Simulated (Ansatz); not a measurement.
# NSO (sextet): the correlation ladder, def2-QZVPP

The task here is to estimate one member of a computed series from the others.

Computed with Ansatz 0.2.0, Gaussian basis. Level: def2-QZVPP, core rule «outside noble gas», up to 7 orbitals frozen.

To be run: UHF; ROHF; CCSD(T) on UHF.

### The geometry

The geometry is a PBE0/def2-TZVP stationary point (not a proven minimum) of the parent state, kept for this charge and spin.

3 atoms, charge 0, spin multiplicity 6.

Atoms are counted from 1 here; the program's logs count them from 0.

Bond lengths: N1–O2 1.333 Å, O2–S3 1.672 Å. Angles: N1–O2–S3 110.0°.

The first run:

in.yaml reads:

```yaml
crystal:
  periodic: [false, false, false]
  atoms:
    - {symbol: N, position_ang: [0.000000, -0.402222, 1.503030]}
    - {symbol: O, position_ang: [0.000000, 0.563274, 0.584427]}
    - {symbol: S, position_ang: [0.000000, -0.105356, -0.948167]}
basis:
  gaussian: {orbitals: "def2-QZVPP.json"}
magnetization: {spin_polarized: true, initial_magnetization: 5}
hamiltonian: {xc: hf}
output: {orbitals: {seedname: orbitals}}
```

Launch:

```sh
ansatz run in.yaml --threads 1 --pin off --events-out ev --progress --plain --max-ram 2393MiB
```

Steps of the session up to this table: UHF; ROHF; CCSD(T) on UHF.

One of the session's tables, all rows but one given; the rest of the session is left out.

```
  method  from UCCSD(T) (kcal/mol)
    ROHF                   +378.06
     UHF                   +367.44
    UMP2                         ?
   UCCSD                    +16.89
UCCSD(T)                         0
```

Estimate the missing values for UMP2.

**Answer.** from UCCSD(T) (kcal/mol): +31.64. In the column «from UCCSD(T) (kcal/mol)» it lies between UCCSD (+16.89) and UHF (+367.44).
